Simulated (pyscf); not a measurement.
methane (CH₄) + HS–SnH₃ → H₃C–SnH₃ + H₂S, a four-centre exchange (singlet surface; C–H, S–Sn broken, C–Sn, H–S formed). Optimised with ωB97X-D3(BJ)/def2-SVP in PySCF. Energies in eV from the separated reactants.

Small-basis levels: PySCF, no dispersion term, spherical d functions. AM1 to PM7: differences of heats of formation from MOPAC, which are fitted to 298 K values and so differ in kind from electronic energies by zero-point and thermal terms. Cost: rough CPU time at the saddle relative to B3LYP/6-31G*+LANL2DZ, from one job on a shared machine.

```
level                   barrier  reaction energy        cost
----------------------  -------  ---------------  ----------
HF/6-31G*+LANL2DZ          3.79            +0.85        0.10
PBE/6-31G*+LANL2DZ         2.46            +0.85           1
B3LYP/6-31G*+LANL2DZ       2.89            +0.85           1
PBE/def2-SVP               2.41            +0.89           3
B3LYP/def2-SVP             2.83            +0.90           2
AM1                        1.35            -0.07  under 0.02
PM3                        2.36            +0.22  under 0.02
ωB97M-D3(BJ)/def2-TZVP     2.79            +0.85           –
```

Against the last row the barrier runs from -1.44 (AM1) to +1.00 eV (HF/6-31G*+LANL2DZ). ωB97M-D3(BJ)/def2-TZVP has limits of its own. This is the saddle that the search found; another between the same sides may lie lower. In the def2 sets elements past Kr carry core potentials, without spin-orbit coupling.
